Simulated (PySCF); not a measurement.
Simulated outer-valence photoelectron spectrum of `N#S(F)(F)F`. Computed with EOM-IP-CCSD/aug-cc-pVDZ in PySCF, restricted Hartree–Fock reference, frozen core, non-relativistic, gas phase, PBE0-D3(BJ)/def2-SVP geometry.

Each root has a Gaussian of 0.5 eV full width with its one-hole share as area; cross sections and vibrations are left out, and the highest printed point is 100.

| ionisation energy (eV) | intensity |
| --- | --- |
| 11.9 | 0 |
| 12.0 | 1 |
| 12.1 | 4 |
| 12.2 | 12 |
| 12.3 | 27 |
| 12.4 | 50 |
| 12.5 | 73 |
| 12.6 | 86 |
| 12.7 | 81 |
| 12.8 | 61 |
| 12.9 | 37 |
| 13.0 | 18 |
| 13.1 | 7 |
| 13.2 | 2 |
| 13.3 | 1 |
| 13.4 | 0 |
| 13.5 | 0 |
| 13.6 | 0 |
| 13.7 | 0 |
| 13.8 | 2 |
| 13.9 | 5 |
| 14.0 | 12 |
| 14.1 | 23 |
| 14.2 | 34 |
| 14.3 | 42 |
| 14.4 | 41 |
| 14.5 | 32 |
| 14.6 | 20 |
| 14.7 | 10 |
| 14.8 | 4 |
| 14.9 | 1 |
| 15.0 | 0 |
| 15.1 | 0 |
| 15.2 | 0 |
| 15.3 | 0 |
| 15.4 | 0 |
| 15.5 | 0 |
| 15.6 | 0 |
| 15.7 | 0 |
| 15.8 | 1 |
| 15.9 | 3 |
| 16.0 | 7 |
| 16.1 | 16 |
| 16.2 | 30 |
| 16.3 | 48 |
| 16.4 | 66 |
| 16.5 | 83 |
| 16.6 | 96 |
| 16.7 | 100 |
| 16.8 | 90 |
| 16.9 | 68 |
| 17.0 | 42 |
| 17.1 | 21 |
| 17.2 | 8 |
| 17.3 | 3 |
| 17.4 | 1 |

**Question.** Where are the maxima, and how many lines lie under the curve?

**Answer.** 3 maxima, at 12.6, 14.3 and 16.7 eV, from 4 lines (6 roots with degenerate partners counted). At this width some lines have no maximum of their own.

**Question.** List the lines with their holes.

**Answer.** 
| E (eV) | leading hole (HF orbital) | area | Koopmans (eV) |
| --- | --- | --- | --- |
| 12.62 | HOMO/HOMO-1 | 1.90 | 13.31 |
| 14.34 | HOMO-2 | 0.93 | 16.22 |
| 16.40 | HOMO-3 | 0.94 | 19.52 |
| 16.74 | HOMO-4/HOMO-5 | 1.88 | 19.62 |

The widest gap, 2.06 eV, lies between 14.34 and 16.40 eV. Only orbitals with −ε under 21 eV, eight at most, were ionised, so the high end of the curve may lack lines.
